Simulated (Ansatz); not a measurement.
# ClH3Si: the cost of one run

Method: PBE0-D4/def2-TZVP structures, single points in def2-TZVPP, no counterpoise correction; program: Ansatz 0.2.0, Gaussian basis.

Levels: SPW92, PBE-D4, BLYP-D4, r2SCAN-D4, B97M-V, PBE0-D4, B3LYP-D4, r2SCAN0-D4, BHLYP-D4, CAM-B3LYP-D4, wB97X-V, wB97M-V, B2PLYP, PBE-QIDH, RPA on PBE, Hartree-Fock, MP2, CCSD, CCSD(T).

Cores are frozen in the correlated methods. B3LYP uses VWN-RPA correlation. B2PLYP carries no dispersion term here.

79 further runs of the same task are left out: 1 that didn't finish, 78 set aside as unsound or not needed.

## (1) Where the work starts

The complex: 8 atoms, charge 0, spin multiplicity 1.

Atoms are counted from 1 here; the program's logs count them from 0.

Bond lengths: Si1–H2 1.479 Å, Si1–H3 1.476 Å, Si1–H4 1.477 Å, Si1–Cl5 2.076 Å, H6–O7 0.961 Å, O7–H8 0.961 Å. Angles: H2–Si1–H3 112.7°, H2–Si1–H4 112.6°, H2–Si1–Cl5 105.5°, H3–Si1–H4 113.4°, H3–Si1–Cl5 106.0°, H4–Si1–Cl5 105.8°, H6–O7–H8 105.6°.

Coordinates:

```csv
atom,x (Å),y (Å),z (Å)
Si1,-0.64844,-0.03755,-0.78548
H2,0.51859,0.80213,-1.13353
H3,-0.29495,-1.45943,-0.60534
H4,-1.43368,0.51871,0.33560
Cl5,-1.89851,0.03556,-2.44190
H6,1.86645,-0.35574,1.25421
O7,0.94351,-0.15923,1.43389
H8,0.94703,0.65555,1.94255
```

Its parts: SiH3Cl holds atoms 1, 2, 3, 4, 5; H2O holds atoms 6, 7, 8. Each part counts its atoms afresh in its own runs.

## (2) Relaxing SiH3Cl alone

relax-a/in.yaml

```yaml
crystal:
  periodic: [false, false, false]
  atoms:
    - {symbol: Si, position_ang: [-0.648437, -0.037553, -0.785477]}
    - {symbol: H, position_ang: [0.518586, 0.802131, -1.133535]}
    - {symbol: H, position_ang: [-0.294946, -1.459434, -0.605341]}
    - {symbol: H, position_ang: [-1.433675, 0.518714, 0.335597]}
    - {symbol: Cl, position_ang: [-1.898510, 0.035563, -2.441896]}
basis:
  gaussian: {orbitals: def2-TZVP}
hamiltonian: {xc: pbe0, dispersion: d4}
relax: {f_tol: 0.005, max_steps: 200}
```

The run is started by

```
> ansatz run in.yaml --threads 2 --pin off --events-out ev --progress --plain --max-ram 4352MiB
```

**Question.** How long does this run take on 2 threads of Arm Neoverse V1, shared host?

About 4.4 s.
